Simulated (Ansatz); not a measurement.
# ClH2OSi radical: a ladder of functionals and wavefunction methods

How much do the methods differ for ClH2OSi radical? The plan is to run it at one geometry with functionals of several rungs and with coupled cluster, and see how far each lands from CCSD(T) at the basis-set limit for the atomisation energy.

Program: Ansatz 0.2.0, Gaussian basis. Level of theory: functionals in def2-TZVPP, the program's frozen cores in correlated methods. These are calculated values, not measurements.

Levels to be run: LDA (SPW92), PBE-D4, revPBE-D4, BLYP-D4, r2SCAN-D4, B97M-V, PBE0-D4, B3LYP-D4, r2SCANh-D4, r2SCAN0-D4, HSE06-D4, BHLYP-D4, CAM-B3LYP-D4, LC-ωPBE, ωB97X-V, ωB97M-V, B2PLYP, PBE-QIDH; CCSD(T)/def2-SVP; CCSD(T)/def2-TZVPP; MP2/def2-QZVPP; extrapolation to the limit; RPA on PBE.

## Step 1: The relaxed structure

An earlier PBE0-D4 in a triple-zeta def2 set relaxation fixed the geometry.

SMILES `O[SiH]Cl`, 5 atoms, charge 0, spin multiplicity 2.

Atoms are counted from 1 here; the program's logs count them from 0.

Bond lengths: O1–Si2 1.639 Å, O1–H4 0.959 Å, Si2–Cl3 2.065 Å, Si2–H5 1.488 Å. Angles: Si2–O1–H4 118.3°, O1–Si2–Cl3 111.1°, O1–Si2–H5 105.3°, Cl3–Si2–H5 108.3°.

## Step 2: LDA

This LDA is Slater exchange with PW92 correlation.

Contents of in.yaml:

```yaml
crystal:
  periodic: [false, false, false]
  atoms:
    - {symbol: O, position_ang: [-0.806120, -0.432037, -0.746534]}
    - {symbol: Si, position_ang: [-0.092285, 0.479808, 0.414012]}
    - {symbol: Cl, position_ang: [1.606550, -0.440829, 1.143627]}
    - {symbol: H, position_ang: [-1.024141, -1.343225, -0.540045]}
    - {symbol: H, position_ang: [0.315996, 1.736283, -0.271051]}
basis:
  gaussian: {orbitals: def2-TZVPP}
magnetization: {spin_polarized: true, initial_magnetization: 1}
hamiltonian: {xc: lda}
output: {orbitals: {seedname: orbitals}}
```

After this run come: PBE-D4 (GGA); revPBE-D4 (GGA); BLYP-D4 (GGA); r2SCAN-D4 (meta-GGA); B97M-V (meta-GGA); PBE0-D4 (hybrid); B3LYP-D4 (hybrid); r2SCANh-D4 (hybrid); r2SCAN0-D4 (hybrid); HSE06-D4 (hybrid); BHLYP-D4 (hybrid); CAM-B3LYP-D4 (range-separated); LC-ωPBE-D4 (range-separated); ωB97X-V (range-separated); ωB97M-V (range-separated); B2PLYP (double hybrid); PBE-QIDH (double hybrid); CCSD(T) in def2-SVP; CCSD(T) in def2-TZVPP; MP2 in def2-QZVPP; RPA on PBE orbitals.

Q: Predict the results of all the runs planned. Wanted: atomisation energy, CCSD(T)/CBS; farthest beyond LDA; mean size of error, GGA; mean size of error, meta-GGA; mean size of error, hybrid; mean size of error, range-separated; mean size of error, double hybrid; gap, smallest and largest; T1 diagnostic.

**Answer**, as computed:

```
                               quantity                                               value
        atomisation energy, CCSD(T)/CBS                                       1611.6 kJ/mol
  functionals within 8.1 kJ/mol (0.5 %)  B97M-V, r2SCANh-D4, CAM-B3LYP-D4, ωB97X-V, ωB97M-V
                    farthest beyond LDA                             BHLYP-D4 (-69.3 kJ/mol)
                mean size of error, GGA                                         18.5 kJ/mol
           mean size of error, meta-GGA                                         10.0 kJ/mol
             mean size of error, hybrid                                         23.3 kJ/mol
    mean size of error, range-separated                                          6.8 kJ/mol
      mean size of error, double hybrid                                         25.4 kJ/mol
              gap, smallest and largest            1.21 eV (LDA (SPW92)), 8.83 eV (LC-ωPBE)
                          T1 diagnostic                                              0.0136
triples share of the correlation energy                                               3.7 %
```

LDA overbinds by 239.4 kJ/mol (15 %). PBE-D4 is off by +19.8 kJ/mol. Double hybrids carry the basis error of their MP2 part in triple zeta, and no dispersion term here, so their miss is partly the set-up's. By mean error the best rung here is range-separated (6.8 kJ/mol) and the worst beyond LDA is double hybrid (25.4 kJ/mol). The gap between the best rungs is small, so their order is not settled. The reference freezes the cores and leaves out relativity and excitations past (T), so misses under about 8.1 kJ/mol can't be ranked. Hartree-Fock recovers 71 % of the binding; the rest is correlation. CCSD(T) in def2-SVP is off by -167.6 kJ/mol, more than most functionals: a good method in a small basis is no reference. The gap grows from 1.2 to 8.8 eV across the functionals, mostly with the share of exact exchange.
